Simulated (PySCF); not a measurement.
Structure with atom numbers: `[CH3:1][C:2](=[O:3])[CH:4]1[CH2:5][CH2:6]1`. Hydrogens are named by the atom that carries them. Ha(C5), Ha(C6) are cis to C2 on the ring; Hb(C5), Hb(C6) are trans to C2 on the ring.

GIAO shifts from PySCF 2.14.0 with density-fitted response routines on PBE0-D3(BJ)/def2-TZVP geometries (one conformer, non-relativistic, equivalent nuclei averaged), against TMS at the same level and in the same medium; PCM means IEF-PCM chloroform.

Measured (solution, not stated per compound (mostly CDCl3 or CCl4); Pretsch, Buehlmann, Badertscher, Structure Determination of Organic Compounds, 4th ed. (2009)): C4 20.1, C5/C6 9.6, H(C4) 1.83 ppm.

Which unscaled values do B97-2/pcSseg-2, gas; WP04/pcSseg-2, PCM; wB97X-D/pcSseg-2, PCM give, and how close are they?

## Answers


| atoms | measured | B97-2/pcSseg-2, gas | WP04/pcSseg-2, PCM | wB97X-D/pcSseg-2, PCM |
| --- | --- | --- | --- | --- |
| C4 | 20.1 | 22.2 | 26.4 | 24.3 |
| C5/C6 | 9.6 | 14.4 | 17.8 | 15.1 |
| H(C4) | 1.83 | 1.80 | 2.08 | 2.10 |

Mean absolute error for 13C: B97-2/pcSseg-2, gas 3.4, WP04/pcSseg-2, PCM 7.2, wB97X-D/pcSseg-2, PCM 4.8 ppm.

Mean absolute error for 1H: B97-2/pcSseg-2, gas 0.03, WP04/pcSseg-2, PCM 0.25, wB97X-D/pcSseg-2, PCM 0.27 ppm.
